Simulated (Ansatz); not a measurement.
# CHBSi (triplet): wave-function methods side by side at a displaced geometry (v1), cc-pVDZ

One table from this session's results is given with a row withheld; the runs are named, their logs left out.

Program: Ansatz 0.2.0, Gaussian basis. Level of theory: cc-pVDZ, core rule «outside noble gas», up to 7 orbitals frozen. These are calculated values, not measurements.

Plan: UHF; CCSD(T) on ROHF; CCSD(T) on UHF; BCCD(T) on ROHF; CISD; CCSDT(Q) on ROHF; CCSDT(Q) on UHF.

18 further runs of the same task are left out: 5 that didn't finish, 13 set aside as unsound or not needed.

## The geometry

The geometry is a PBE0/def2-TZVP stationary point (not a proven minimum) with its atoms shifted at random (size 0.040 Å).

4 atoms, charge 0, spin multiplicity 3.

Atoms are counted from 1 here; the program's logs count them from 0.

Bond lengths: C1–B2 1.406 Å, B2–Si3 1.951 Å, Si3–H4 1.458 Å. Angles: C1–B2–Si3 174.5°, B2–Si3–H4 93.6°.

Coordinates:

```
atom     x (Å)     y (Å)     z (Å)
  C1  -0.02424  -0.00565   2.17502
  B2  -0.02508   0.04507   0.76950
 Si3   0.02289  -0.06442  -1.17779
  H4  -0.07989   1.37902  -1.35309
```

The first run:

File in.yaml:

```yaml
crystal:
  periodic: [false, false, false]
  atoms:
    - {symbol: C, position_ang: [-0.024243, -0.005648, 2.175019]}
    - {symbol: B, position_ang: [-0.025077, 0.045068, 0.769495]}
    - {symbol: Si, position_ang: [0.022887, -0.064424, -1.177785]}
    - {symbol: H, position_ang: [-0.079889, 1.379025, -1.353085]}
basis:
  gaussian: {orbitals: cc-pVDZ}
magnetization: {spin_polarized: true, initial_magnetization: 2}
hamiltonian: {xc: hf}
output: {orbitals: {seedname: orbitals}}
```

Started as:

```
ansatz run in.yaml --threads 1 --pin off --events-out ev --progress --plain --max-ram 2393MiB
```

Among the steps run: UHF; CCSD(T) on ROHF; CCSD(T) on UHF; BCCD(T) on ROHF; CISD; CCSDT(Q) on ROHF; CCSDT(Q) on UHF.

One table of the session follows, with a row left open; its other results are not shown here.

```
   method  from RCCSDT(Q) (kJ/mol)
     ROHF                   +781.5
      UHF                   +725.2
     RMP2                   +181.2
     UMP2                        ?
     CISD                   +152.2
    RCCSD                    +51.0
    UCCSD                    +50.8
 RCCSD(T)                    +14.7
 UCCSD(T)                    +17.0
  BCCD(T)                    +13.9
   RCCSDT                     +4.7
   UCCSDT                     +4.5
RCCSDT(Q)                        0
UCCSDT(Q)                     -0.7
```

**Question.** Estimate the row for UMP2.

As computed: from RCCSDT(Q) (kJ/mol): +205.8. In the column «from RCCSDT(Q) (kJ/mol)» it lies between RMP2 (+181.2) and UHF (+725.2).

Among the levels timed on like hardware and quicker than the yardstick, those that no quicker one beats, quickest first: UHF (2.6 s, +725.2 kJ/mol); CISD (6.5 s, +152.2 kJ/mol); RCCSD(T) (15 s, +14.7 kJ/mol); BCCD(T) (16 s, +13.9 kJ/mol).

Limits of these values: The determinant is far from a pure spin state, so its energy mixes those of several spin states (harmless only where they are near-degenerate, as at dissociation). Warnings: spin contamination; coupled cluster took another determinant than the lowest; large T1 diagnostic. Restricted and unrestricted rows rest on different reference determinants; where their highest levels disagree by more than a few hundredths of an eV, they describe different states and don't form one ladder.
